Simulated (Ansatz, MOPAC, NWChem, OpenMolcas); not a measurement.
BNH2Cl (SMILES N[B]Cl): the zero-point energy at each level's own minimum, rung by rung

The runs start from one conformer, not always the lowest.

BNH2Cl, doublet, SMILES `N[B]Cl`. Each level relaxes the structure for itself.

Quantity: the zero-point energy at each level's own minimum, in kJ/mol. The values are calculated.

| level | kind | program | value (kJ/mol) |
| --- | --- | --- | --- |
| PM3 | semi-empirical | MOPAC | 77.0 |
| PM6 | semi-empirical | MOPAC | 68.4 |
| PM6-D3H4 | semi-empirical | MOPAC | 68.8 |
| PM7 | semi-empirical | MOPAC | 68.8 |
| UHF/3-21G | Hartree–Fock | OpenMolcas | 85.1 |
| UHF/6-31G* (Cartesian functions) | Hartree–Fock | OpenMolcas | 85.3 |
| UPBE/def2-SVP | GGA | NWChem | 77.0 |
| UPBE0-D4/def2-TZVP | global hybrid | Ansatz | 80.1 |
| UB3LYP/6-31G* (Cartesian functions) | global hybrid | OpenMolcas | 79.3 |

Harmonic and unscaled. The values span 68.4 to 85.3 kJ/mol.
